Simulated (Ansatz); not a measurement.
Input file:

```yaml
crystal:
  periodic: [false, false, false]
  atoms:
    - {symbol: Al, position_ang: [0.000000, 0.000000, 0.349567]}
    - {symbol: Ga, position_ang: [0.000000, 0.000000, -2.320933]}
    - {symbol: H, position_ang: [0.000000, 0.000000, 1.971367]}
basis:
  gaussian: {orbitals: cc-pVDZ, fitting: {mean_field: def2-universal-jkfit}}
magnetization: {spin_polarized: false, initial_magnetization: 3}
correlation: {active_space: {ras: {orbitals: [2, 3, 26], electrons: 7, max_holes: 2, max_particles: 2}, fixed_orbitals: true}}
accuracy: high
scf: {lower_state_search: off}
```

```sh
$ ansatz run in.yaml --threads 1 --pin off --events-out ev --progress --plain --max-ram 2393MiB
```

Output:

```
these checks for a lower state are left out or cut short: stability, starts, cluster_reference, orbital_swaps, neighbouring_geometries, increment
412 factors; integrals over basis functions are off by at most 4.0e-1 eV
mean field evaluation 1: about -58929.1126 eV, gradient 5.8e0 eV
mean field evaluation 2: about -58929.7158 eV, gradient 2.7e0 eV
mean field evaluation 4: about -58929.8687 eV, gradient 4.4e-1 eV
mean field evaluation 8: about -58929.8782 eV, gradient 5.7e-8 eV
mean field -58929.87824419 eV, -2165.6330813680 hartree, gradient 5.7e-8 eV, S^2 3.750000; 0 other end points of the search recorded, 0 dependent functions left out
reference -58929.87824419 eV, -2165.6330813680 hartree; 24, 21 occupied and 26, 29 virtual orbitals, 412 factors
state -58932.95578251 eV, -2165.7461788150 hartree
Total energy: -58932.95578251 eV, -2165.7461788150 hartree
Checks for a lower state left out: stability, starts, cluster_reference, orbital_swaps, neighbouring_geometries, increment
```

Ran on 1 thread of Arm Neoverse V1, shared host: 1.7 s wall, 0.08 GiB peak host memory.
